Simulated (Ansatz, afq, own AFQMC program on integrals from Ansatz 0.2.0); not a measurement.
# HCl, singlet: AFQMC among the cluster methods

```xyz
2

Cl    0.0000    0.0000    0.0000
H     0.0000    0.0000    1.4320
```

Basis cc-pVDZ. Only valence electrons are correlated. AFQMC by an in-house program on the Cholesky factors that Ansatz 0.2.0 writes for its CCSD(T) run. The CISD trial takes its coefficients from CCSD amplitudes. Released means that phaseless walkers are propagated on without the constraint, phases kept. Error bars are statistical, one sigma.

Determinant: RHF, the one that the program's search chose, which needn't be the lowest solution. The geometry is a point of a scan.

Full CI on the same integrals is exact in this basis and with this determinant's frozen core.

The T1 diagnostic is 0.0057 and the weight of the determinant in the CISD state is 0.933. The size of the correlated space is 8 electrons in 18 orbitals.

Reference: full CI, correlation energy -4.582 eV. The released energy is read at 2.40 1/Eh (meV from the phaseless value at times in 1/Eh: -1.2 ± 1.3 at 0.24, 0.0 ± 1.1 at 0.51, -1.7 ± 1.3 at 0.99, -2.1 ± 1.0 at 1.62, -0.1 ± 1.1 at 2.40).

```json
{"level": "HF", "E − E(reference) (kJ/mol)": "442.1", "share of correlation (%)": "0.00"}
{"level": "MP2", "E − E(reference) (kJ/mol)": "53.5", "share of correlation (%)": "87.89"}
{"level": "CCSD", "E − E(reference) (kJ/mol)": "8.3", "share of correlation (%)": "98.11"}
{"level": "CCSD(T)", "E − E(reference) (kJ/mol)": "1.5", "share of correlation (%)": "99.66"}
{"level": "CCSDT", "E − E(reference) (kJ/mol)": "0.8", "share of correlation (%)": "99.82"}
{"level": "CCSDT(Q)", "E − E(reference) (kJ/mol)": "0.1", "share of correlation (%)": "99.98"}
{"level": "CCSDTQ", "E − E(reference) (kJ/mol)": "0.0", "share of correlation (%)": "99.99"}
{"level": "ph-AFQMC/CISD", "E − E(reference) (kJ/mol)": "0.1 ± 0.2", "share of correlation (%)": "99.97"}
{"level": "released AFQMC", "E − E(reference) (kJ/mol)": "0.1 ± 0.1", "share of correlation (%)": "99.97"}
```

CCSDT and higher add their correlation energy to the determinant of the CCSD(T) run, since their own runs factorise the integrals more tightly (a shift of under 2 meV). A walk keeps the symmetry of its determinant, which the program's search chose and which needn't be the lowest solution, so a lower state of the same spin and another symmetry isn't excluded. Released energies are given only where the last usable release times agree within the noise; a slower fall can still hide under it.
